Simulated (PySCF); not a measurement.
Species: C2HClN2O.
Geometry (GFN2-xTB, Å), atoms numbered from 1 in this order:
```
atom  x, y, z in Å
Cl1    2.5996   -0.3946    0.0350
C2     0.9559   -0.1023    0.0136
N3    -0.0023   -0.9728   -0.0773
C4    -1.1098   -0.1861   -0.0471
N5    -0.8458    1.0796    0.0548
O6     0.5094    1.1583    0.0965
H7    -2.1037   -0.5772   -0.1026
```

NICS = −σ at a ghost point: NICS(0) at the centroid of the ring atoms, NICS(1) 1 Å to either side along the normal of their mean plane, zz for the tensor component along that normal. Level: GIAO PBE0/pcSseg-1 (PySCF, non-relativistic, gas phase) on the GFN2-xTB geometry, one conformer.

Ring bond lengths (Å), with Mayer bond orders in brackets: C2–N3 1.298 (1.60), N3–C4 1.359 (1.28), C4–N5 1.297 (1.68), N5–O6 1.358 (0.99), O6–C2 1.340 (1.11).

What do the NICS probes read (ppm)?

| ring | type | NICS(0) | NICS(1), two faces | NICS(1)zz, two faces | rms pucker (Å) | centre to ring atoms, mean (Å) |
| --- | --- | --- | --- | --- | --- | --- |
| C2–N3–C4–N5–O6 | 5-membered ring with 2 N and O; formal bonds all aromatic | -10.9 | -10.4 / -10.4 | -26.4 / -26.4 | 0.00 | 1.13 |

What do they say, and how far can they be read as aromaticity?

- C2–N3–C4–N5–O6: mean NICS(1)zz -26.4 ppm, shielded. For a flat ring without four-coordinate atoms the NICS criterion counts such a value as aromatic.

How equal are the bonds by HOMA? Use HOMA with the parameters of Krygowski (1993).

- C2–N3–C4–N5–O6: HOMA 0.62; the largest term is that of O6–C2, α(R − Ropt)² = 0.88.

Give the inner angles of the rings and the Hirshfeld charges of the ring atoms.

- C2–N3–C4–N5–O6: C2 112.9° (+0.144 e), N3 102.2° (-0.203 e), C4 113.6° (+0.056 e), N5 105.2° (-0.109 e), O6 106.0° (-0.028 e); sum 540.0° against 540° for a flat convex ring.

How shielded are the nuclei of the rings and their hydrogens (means over atoms taken as equivalent)?

```tsv
atoms	environment	σ isotropic (ppm)	principal values of the symmetric part, first atom (ppm)
C2	aromatic C–Cl carbon	9.1	-67.1, 40.6, 53.8
N3	pyridine-type nitrogen	-14.3	-179.7, -64.6, 201.4
C4	aromatic CH next to a ring nitrogen	22.9	-77.9, 39.3, 107.3
N5	pyridine-type nitrogen	-145.1	-365.6, -119.8, 50.1
O6	ring oxygen	-85.4	-232.3, -124.8, 100.9
H7	aromatic hydrogen	23.23	21.6, 23.2, 25.0
```
